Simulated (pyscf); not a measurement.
Single points on ωB97X-D3(BJ)/def2-SVP structures (PySCF, gas phase).

Task: Estimate by transition-state theory the rate constant of H₂O + F–Si(Cl)(Cl)–Cl -> HO–Si(Cl)(Cl)–Cl + HF (singlet surface; H–O, F–Si broken, O–Si, F–H formed) at 1200 K, with ωB97M-D3(BJ)/def2-TZVP energies (ideal gas, 1 atm, RRHO with modes under 100 cm⁻¹ raised to 100, one conformer, R ln 2 for chiral ones without a mode under 150 cm⁻¹; no tunnelling).

Result: The electronic barrier is 26.9 kcal/mol and the thermal terms add +41.6, so ΔG‡ = 68.4 kcal/mol. With k_BT/h = 2.50e+13 s⁻¹ and RT = 2.385 kcal/mol, and a volume of 1.64e-19 cm³ per molecule at 1 atm, k = 1.4e-18 cm³ molecule⁻¹ s⁻¹. Wigner's tunnelling factor for 857i cm⁻¹ would be 1.04. A shift of 1 kcal/mol in the barrier changes k by a factor 1.5. On the product side the descent ends in a complex, 5.0 kcal/mol under the separated species and 24.3 kcal/mol under the saddle at ωB97X-D3(BJ)/def2-TZVP. This is the saddle that the search found; another between the same sides may lie lower.
